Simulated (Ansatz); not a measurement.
System: singlet silylene, SiH$_{2}$ (charge 0, singlet). 
Structure (B3LYP-D3(BJ)/def2-TZVP (Ansatz, a quantum-chemistry and plane-wave program) minimum search):
```xyz
3

Si     0.0052     0.0009     0.1327
H     -0.0342     1.0849    -0.9366
H     -0.0389    -1.0973    -0.9218
```

Wanted: vertical electron affinity (to the doublet state of charge -1; a negative value means that the extra electron is unbound and the number depends on the basis; each state is the SCF solution reached for its spin; for the singlet the Hartree-Fock reference is unstable and T1 is 0.015), in eV. Cores are frozen in the correlated levels unless marked. Open shells are spin-unrestricted. Spin-orbit coupling is left out. Non-relativistic. Anions need diffuse functions: aug- sets have them; def2-D sets add few. CBS marks a two-point X^-3 extrapolation of the correlation energy; Hartree-Fock from the larger set.

CCSD(T)/CBS(aug-cc-pV(T+d)Z,aug-cc-pV(Q+d)Z) (Ansatz) gives 1.06 eV.

Q: Another calculation gave 1.25 eV. Which level was it?
A. r2SCAN/def2-TZVPD (Ansatz)
B. B2PLYP/def2-TZVPD (Ansatz)
C. PBE0/def2-TZVPD (Ansatz)

A: A, r2SCAN/def2-TZVPD (Ansatz). The others give 1.11 (PBE0), 0.90 (B2PLYP) eV.
